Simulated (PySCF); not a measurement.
Species: C4H4S.
SMILES: `C#CC(C)=S`

Theory: PySCF 2.14.0, PBE0-D3(BJ)/def2-SVP geometry optimisation, gas phase.

Masses are those of the commonest isotopes; rigid-rotor values at the optimised geometry. 

(1) What are A, B and C (GHz)?

(2) Classify the top.

(3) Is it planar, by Δ = Ic − Ia − Ib?

(4) Give the coordinates in the principal-axis frame, origin at the centre of mass.

(5) List the rotational levels J(Ka,Kc) to J = 5 (MHz).

(6) Predict some low-J microwave lines.

(7) Estimate the classical rotational partition function at 200 K, 298.15 K and 500 K.

Answers

(1) Ia = 78.10, Ib = 162.17, Ic = 237.12 u·Å²; 505379 MHz·u·Å²/I gives 6471, 3116 and 2131 MHz, that is A = 6.4708, B = 3.1163, C = 2.1313 GHz.

(2) An asymmetric top. Ray's parameter κ = (2B − A − C)/(A − C) = -0.546; −1 is the prolate and +1 the oblate limit.

(3) Not planar: Δ = Ic − Ia − Ib = -3.15 u·Å². For a rigid frame Δ = −2 Σ m c², so Σ m c² = 1.58 u·Å² lies off the ab plane, practically all of it from hydrogen. The atom farthest from that plane is 0.89 Å away.

(4) The sense of each axis is arbitrary; atoms in the order of the calculation.
```json
{"atom": "C1", "mass (u)": "12.000", "a (Å)": "2.395", "b (Å)": "-0.611", "c (Å)": "0.000"}
{"atom": "C2", "mass (u)": "12.000", "a (Å)": "1.253", "b (Å)": "-0.195", "c (Å)": "0.000"}
{"atom": "C3", "mass (u)": "12.000", "a (Å)": "-0.073", "b (Å)": "0.327", "c (Å)": "0.000"}
{"atom": "C4", "mass (u)": "12.000", "a (Å)": "-0.189", "b (Å)": "1.822", "c (Å)": "0.000"}
{"atom": "S5", "mass (u)": "31.972", "a (Å)": "-1.359", "b (Å)": "-0.681", "c (Å)": "0.000"}
{"atom": "H6", "mass (u)": "1.008", "a (Å)": "3.395", "b (Å)": "-1.005", "c (Å)": "0.000"}
{"atom": "H7", "mass (u)": "1.008", "a (Å)": "0.326", "b (Å)": "2.240", "c (Å)": "0.880"}
{"atom": "H8", "mass (u)": "1.008", "a (Å)": "0.315", "b (Å)": "2.237", "c (Å)": "-0.888"}
{"atom": "H9", "mass (u)": "1.008", "a (Å)": "-1.243", "b (Å)": "2.125", "c (Å)": "0.006"}
```

(5) Above 0(0,0):
J = 1: 1(0,1) 5248, 1(1,1) 8602, 1(1,0) 9587
J = 2: 2(0,2) 15556, 2(1,2) 18112, 2(1,1) 21067, 2(2,1) 31131, 2(2,0) 31318
J = 3: 3(0,3) 30592, 3(1,3) 32270, 3(1,2) 38158, 3(2,2) 46874, 3(2,1) 47768, 3(3,1) 66216, 3(3,0) 66239
J = 4: 4(0,4) 50016, 4(1,4) 50975, 4(1,3) 60670, 4(2,3) 67718, 4(2,2) 70176, 4(3,2) 87522, 4(3,1) 87677, 4(4,1) 114175, 4(4,0) 114177
J = 5: 5(0,5) 73639, 5(1,5) 74132, 5(1,4) 88313, 5(2,4) 93542, 5(2,3) 98598, 5(3,3) 114202, 5(3,2) 114796, 5(4,2) 140827, 5(4,1) 140847, 5(5,1) 175067, 5(5,0) 175067
Those of J = 1 are B + C, A + C and A + B.

(6) The dipole components are |μa| = 1.99 D, |μb| = 1.54 D, |μc| = 0.00 D; the mirror of this Cs structure is the ab plane, so μc vanishes by symmetry and there are no c-type lines. Intensities carry the squares of the components, which stand as 1.00 : 0.60 (a : b). Some lines, for components of 0.1 D or more:

```csv
type,branch,"J(Ka,Kc)",MHz,lower level (cm⁻¹)
a,Q,"1(1,0) ← 1(1,1)",985,0.287
a,Q,"2(1,1) ← 2(1,2)",2955,0.604
b,Q,"1(1,0) ← 1(0,1)",4339,0.175
a,R,"1(0,1) ← 0(0,0)",5248,0.000
b,Q,"2(1,1) ← 2(0,2)",5511,0.519
b,R,"2(0,2) ← 1(1,1)",6954,0.287
b,R,"1(1,1) ← 0(0,0)",8602,0.000
a,R,"2(1,2) ← 1(1,1)",9510,0.287
b,Q,"2(2,0) ← 2(1,1)",10250,0.703
a,R,"2(0,2) ← 1(0,1)",10308,0.175
a,R,"2(1,1) ← 1(1,0)",11480,0.320
b,R,"2(1,2) ← 1(0,1)",12865,0.175
b,Q,"2(2,1) ← 2(1,2)",13018,0.604
b,R,"2(2,1) ← 1(1,0)",21544,0.320
b,R,"2(2,0) ← 1(1,1)",22716,0.287
```

(7) Point group Cs, symmetry number σ = 1; q = (√π/σ)·√((kT/h)³/(ABC)), k/h = 20836.6 MHz/K: 72700 at 200 K, 132000 at 298.15 K, 288000 at 500 K.

No frequency check. These are rigid-rotor constants of the computed structure; measured ground-state constants (B0) also hold zero-point vibration. A rigid rotor knows nothing of internal rotation, which can split or shift real lines.

Hardware: one thread of an Arm Neoverse V2 (shared host). Cost: 14 s. This is the geometry optimisation.
